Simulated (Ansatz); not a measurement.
# Scan of [SiH3···H···SiH3], doublet

Starting geometry:

```xyz
9

Si   -1.6428    0.0000    0.0000
H    -2.1376    1.3997    0.0000
H    -2.1376   -0.6999    1.2122
H    -2.1376   -0.6999   -1.2122
H    -0.1581    0.0000    0.0000
Si    1.6522    0.0000    0.0000
H     2.1022   -1.4163    0.0000
H     2.1022    0.7081   -1.2265
H     2.1022    0.7081    1.2265
```

From there H5 is moved from one fragment to the other while all else, the fragments' distance too, stays fixed; atoms are numbered as listed. Energies are in eV, counted from the starting geometry at the same level. Kohn–Sham curves are unrestricted where that lies lower.

Basis cc-pVDZ; Ansatz 0.2.0. Only valence electrons are correlated (noble-gas cores frozen). R marks a restricted (for open shells ROHF) determinant, U an unrestricted one.

Full CI isn't at hand for all of this; UCCSDT(Q) serves as the reference, and is uncertain by about the last step of the cluster series.

```json
{"distance Si1-H5 (Å)": "1.485", "r2SCAN": "0.000"}
{"distance Si1-H5 (Å)": "1.538", "r2SCAN": "-0.045"}
{"distance Si1-H5 (Å)": "1.643", "r2SCAN": "-0.073"}
{"distance Si1-H5 (Å)": "1.749", "r2SCAN": "-0.046"}
{"distance Si1-H5 (Å)": "1.855", "r2SCAN": "0.069"}
```

Task: Estimate the UCCSDT(Q) curve in cc-pVDZ from this one, knowing how r2SCAN errs.

Result: The computed UCCSDT(Q) values, in eV from the starting point, and the error of r2SCAN against them:
```csv
distance Si1-H5 (Å),UCCSDT(Q),r2SCAN less UCCSDT(Q)
1.485,0.000,0.000
1.538,-0.024,-0.020
1.643,-0.034,-0.039
1.749,-0.025,-0.021
1.855,0.047,0.023
```

The error spans 0.061 eV and is largest, -0.039 eV, at 1.643 Å.

In so small a basis the reference is far from its limit while semilocal and hybrid functionals are nearer theirs, so the functionals' errors here hold much of the reference's basis and frozen-core error, which can add to them or hide them.
